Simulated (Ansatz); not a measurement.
# C₂H₄FNOS: up Jacob's ladder to CCSD(T)

Aim: compute C₂H₄FNOS with functionals from several rungs and with coupled cluster, and see how far each lands from CCSD(T) at the basis-set limit for the atomisation energy.

The runs use Ansatz 0.2.0, Gaussian basis; functionals in def2-TZVPP, the program's frozen cores in correlated methods.

Plan: PBE-D4, r2SCAN-D4, PBE0-D4, B3LYP-D4, ωB97X-V, ωB97M-V, B2PLYP; CCSD(T)/def2-TZVPP; MP2/def2-QZVPP; extrapolation to the limit.

## 1. The geometry

The geometry comes from an earlier relaxation with PBE0-D4 in a triple-zeta def2 set; it is a stationary point, not always the lowest conformer.

SMILES `N/C(S)=C(\O)F`, 10 atoms, charge 0, spin multiplicity 1.

Atoms are counted from 1 here; the program's logs count them from 0.

Bond lengths: N1–C2 1.401 Å, N1–H7 1.011 Å, N1–H8 1.011 Å, C2–S3 1.751 Å, C2–C4 1.332 Å, S3–H9 1.347 Å, C4–O5 1.345 Å, C4–F6 1.334 Å, O5–H10 0.964 Å. Angles: C2–N1–H7 112.3°, C2–N1–H8 112.0°, H7–N1–H8 110.9°, N1–C2–S3 117.1°, N1–C2–C4 122.2°, S3–C2–C4 120.6°, C2–S3–H9 96.0°, C2–C4–O5 123.2°, C2–C4–F6 123.5°, O5–C4–F6 113.2°, C4–O5–H10 109.3°.

As a file:

```xyz
10
charge 0, multiplicity 1
N    -0.0799   -1.3136   -0.5579
C     0.1525   -0.2506    0.3246
S     0.7843   -0.6514    1.9079
C    -0.1197    1.0131    0.0024
O    -0.6007    1.3790   -1.1993
F    -0.0293    2.0278    0.8635
H    -0.3662   -0.9953   -1.4743
H     0.7172   -1.9328   -0.6233
H    -0.1751   -1.5432    2.2217
H    -0.2001    2.2160   -1.4622
```

## 2. PBE-D4 (GGA)

in.yaml reads:

```yaml
crystal:
  periodic: [false, false, false]
  atoms:
    - {symbol: N, position_ang: [-0.079859, -1.313642, -0.557891]}
    - {symbol: C, position_ang: [0.152469, -0.250650, 0.324581]}
    - {symbol: S, position_ang: [0.784262, -0.651419, 1.907948]}
    - {symbol: C, position_ang: [-0.119729, 1.013101, 0.002381]}
    - {symbol: O, position_ang: [-0.600654, 1.378974, -1.199328]}
    - {symbol: F, position_ang: [-0.029306, 2.027846, 0.863460]}
    - {symbol: H, position_ang: [-0.366164, -0.995347, -1.474270]}
    - {symbol: H, position_ang: [0.717238, -1.932765, -0.623253]}
    - {symbol: H, position_ang: [-0.175094, -1.543219, 2.221676]}
    - {symbol: H, position_ang: [-0.200063, 2.216023, -1.462204]}
basis:
  gaussian: {orbitals: def2-TZVPP}
hamiltonian: {xc: pbe, dispersion: d4}
output: {forces: true, orbitals: {seedname: orbitals}}
```

Command:

```
$ ansatz run in.yaml --threads 4 --pin off --events-out ev --progress --plain --max-ram 10444MiB
```

The runs that follow: r2SCAN-D4 (meta-GGA); PBE0-D4 (hybrid); B3LYP-D4 (hybrid); ωB97X-V (range-separated); ωB97M-V (range-separated); B2PLYP (double hybrid); CCSD(T) in def2-TZVPP; MP2 in def2-QZVPP.

Q: Predict the results of all the runs planned. Wanted: atomisation energy, CCSD(T)/CBS; farthest; mean size of error, hybrid; mean size of error, range-separated; gap, smallest and largest; T1 diagnostic; triples share of the correlation energy.

As calculated:

```
                               quantity                                 value
        atomisation energy, CCSD(T)/CBS                        905.6 kcal/mol
functionals within 4.5 kcal/mol (0.5 %)                              B3LYP-D4
                               farthest               PBE-D4 (+44.6 kcal/mol)
             mean size of error, hybrid                          5.9 kcal/mol
    mean size of error, range-separated                          6.6 kcal/mol
              gap, smallest and largest  4.13 eV (PBE-D4), 10.60 eV (ωB97X-V)
                          T1 diagnostic                                0.0123
triples share of the correlation energy                                 4.0 %
```

**Reading.** PBE-D4 misses by +44.6 kcal/mol. Double hybrids carry the basis error of their MP2 part in triple zeta, and no dispersion term here, so their miss is partly the set-up's. The reference freezes the cores and leaves out relativity and excitations past (T), so misses under about 4.5 kcal/mol can't be ranked. Hartree-Fock recovers 65 % of the binding; the rest is correlation. The gap grows from 4.1 to 10.6 eV across the functionals, mostly with the share of exact exchange.
